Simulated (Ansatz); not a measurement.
Scan of [NH$_{2}$···H···SiH$_{3}$], doublet

Starting geometry:

```
atom    x (Å)    y (Å)    z (Å)
   N  -2.0694  -0.0118  -0.0184
   H  -2.3667   0.9560  -0.0184
   H  -2.3667  -0.4141   0.8618
   H  -1.0569  -0.0118  -0.0184
  Si   1.0756  -0.0118  -0.0184
   H   1.5256  -1.4281  -0.0184
   H   1.5256   0.6963  -1.2449
   H   1.5256   0.6963   1.2081
```

From there H4 is moved from one fragment to the other while all else, the fragments' distance too, stays fixed; atoms are numbered as listed. Energies are in eV, counted from the starting geometry at the same level. Kohn–Sham curves are unrestricted where that lies lower.

Basis cc-pVDZ; Ansatz 0.2.0. Only valence electrons are correlated (noble-gas cores frozen). Prefix R: restricted or restricted open-shell reference; prefix U: unrestricted.

Full CI isn't at hand for all of this; UCCSDT(Q) serves as the reference, and is uncertain by about the last step of the cluster series.

```csv
distance N1-H4 (Å),r2SCAN
1.012,0.000
1.111,0.082
1.507,0.765
1.705,0.879
```

**Question.** Estimate the UCCSDT(Q) curve in cc-pVDZ from this one, knowing how r2SCAN errs.

**Answer.** The computed UCCSDT(Q) values, in eV from the starting point, and the error of r2SCAN against them:
```tsv
distance N1-H4 (Å)	UCCSDT(Q)	r2SCAN less UCCSDT(Q)
1.012	0.000	0.000
1.111	0.126	-0.044
1.507	0.872	-0.107
1.705	0.829	0.050
```

The error spans 0.157 eV and is largest, -0.107 eV, at 1.507 Å.

In so small a basis the reference is far from its limit while semilocal and hybrid functionals are nearer theirs, so the functionals' errors here hold much of the reference's basis and frozen-core error, which can add to them or hide them.
